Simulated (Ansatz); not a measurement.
Energy profile

The step: SiH₄ + CH₃ → SiH₃ + CH₄; bonds formed: H1–C3; bonds broken: H1–Si2 (atoms numbered as in the saddle structure below).

```
atom    x (Å)    y (Å)    z (Å)
  H1  -0.0769  -0.0121  -0.0418
 Si2   1.3279   0.2218   0.6843
  C3  -1.5099  -0.2522  -0.7784
  H4   1.3067   1.5209   1.4085
  H5   1.5779  -0.8775   1.6546
  H6   2.4177   0.2411  -0.3278
  H7  -1.5130  -1.3330  -0.8529
  H8  -1.3512   0.3010  -1.6962
  H9  -2.1792   0.1899  -0.0503
```

Electronic energies by CCSD(T) at an estimated basis limit (MP2 extrapolated from triple and quadruple zeta, plus CCSD(T) − MP2 in triple zeta), on PBE0-D4/def2-TZVP structures; CH7Si, doublet; no counterpoise correction; spin–orbit coupling, which lowers free halogen atoms and radicals such as OH and SH, is left out. Computed with Ansatz 0.2.0 (basis: def2-TZVPP and def2-QZVPP); correlated methods freeze the cores; orbitals are unrestricted. Extrapolation: Hartree–Fock as exp(−7.88 √X), correlation as X^−2.97.

(1) Give the profile in kJ/mol, counted from the separated reactants. (An estimate is asked for; the value comes from the calculation.)

The T1 diagnostic stays at or below 0.016. ⟨S²⟩ of the unrestricted Hartree–Fock references: 0.75 to 0.78 (a pure state has 0.75). The end structure is not quite a true minimum (one mode of 36i cm⁻¹).

Results:

(1) By the calculation:
```csv
point,kJ/mol
"separated: SiH4 (H1, Si2, H4, H5, H6; singlet) + CH3 (C3, H7, H8, H9; doublet)",0.0
start structure,-0.8
saddle,36.2
end structure,-66.3
"separated: CH4 (H1, C3, H7, H8, H9; singlet) + SiH3 (Si2, H4, H5, H6; doublet)",-65.4
```

Radical steps of this kind take place in plasma deposition and etching.

For scale, one of the runs: CCSD(T)/def2-TZVPP, 171 basis functions, launched by `ansatz run in.yaml --threads 2 --pin off --events-out ev --progress --plain --max-ram 4352MiB`. Time: 21 s of wall clock on 2 CPU threads of an AMD EPYC 9R45; the host was shared. Peak host memory: 3.4 GiB.
